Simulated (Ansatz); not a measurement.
Calculated with Ansatz (gas phase, PBE0-D4/def2-TZVP geometries, no zero-point term in ΔE). CCSD(T)/CBS is the MP2 limit (def2-TZVPP, def2-QZVPP) plus CCSD(T) − MP2 in def2-TZVPP, frozen cores. This one scheme is used for every species. DFT in def2-TZVPP. Each species was taken in one conformer, which may not be the lowest.

Reaction (substitution at a C–O bond): `OCCCF` + H₂S → `FCCCS` + H₂O

`OCCCF`:

```xyz
12

O     0.203   -2.156   -0.270
C     0.601   -0.809   -0.120
C    -0.648    0.026    0.049
C    -0.354    1.487    0.263
F     0.276    2.025   -0.850
H     0.979   -2.685   -0.467
H     1.161   -0.460   -0.996
H     1.247   -0.685    0.762
H    -1.211   -0.343    0.913
H    -1.289   -0.097   -0.828
H     0.311    1.643    1.119
H    -1.275    2.054    0.425
```

H₂S:

Cartesian coordinates in Å:
```
S -0.138 0.232 0.557
H -0.139 -1.005 0.041
H 0.277 0.773 -0.598
```

`FCCCS`:

Cartesian coordinates in Å:
```
F -1.377 -0.652 1.606
C -0.734 0.486 1.140
C 0.551 0.100 0.455
C 0.350 -0.777 -0.770
S -0.547 0.014 -2.133
H -1.415 0.990 0.449
H -0.543 1.133 2.000
H 1.082 1.018 0.179
H 1.186 -0.433 1.171
H 1.305 -1.150 -1.143
H -0.256 -1.647 -0.511
H 0.399 0.916 -2.442
```

H₂O:

Cartesian coordinates in Å:
```
O -0.217 0.217 -0.239
H 0.426 0.522 0.405
H -0.209 -0.739 -0.166
```

```json
{"level": "PBE0-D4", "ΔE (kJ/mol)": "-38.0"}
{"level": "B2PLYP", "ΔE (kJ/mol)": "-32.5"}
{"level": "PBE0", "ΔE (kJ/mol)": "-34.0"}
{"level": "HF/def2-TZVPP", "ΔE (kJ/mol)": "-18.8"}
{"level": "MP2/def2-TZVPP", "ΔE (kJ/mol)": "-44.7"}
{"level": "CCSD(T)/def2-TZVPP", "ΔE (kJ/mol)": "-35.7"}
{"level": "HF/def2-QZVPP", "ΔE (kJ/mol)": "-19.1"}
{"level": "MP2/def2-QZVPP", "ΔE (kJ/mol)": "-48.2"}
```

Task: What does CCSD(T)/CBS give? (Best estimate.)

Result: Computed: -41.7 kJ/mol. The listed levels differ from it by 3.7, 9.2, 7.7, 22.9, -3.0, 6.0, 22.6, -6.5 kJ/mol.

Largest T1 diagnostic among the species: 0.010.

The D4 term adds −7.5 kJ/mol with B3LYP and −4.0 kJ/mol with PBE0; it sums over pairs of atoms, weighted by their polarisabilities, and B3LYP, whose exchange is more repulsive, gets the larger term. In def2-TZVPP, CCSD(T) changes the Hartree–Fock value by −16.9 kJ/mol (the triples alone add −3.0 kJ/mol) and MP2 by −25.8 kJ/mol.

B3LYP here is the variant with VWN-RPA as its local correlation; programs differ in this.
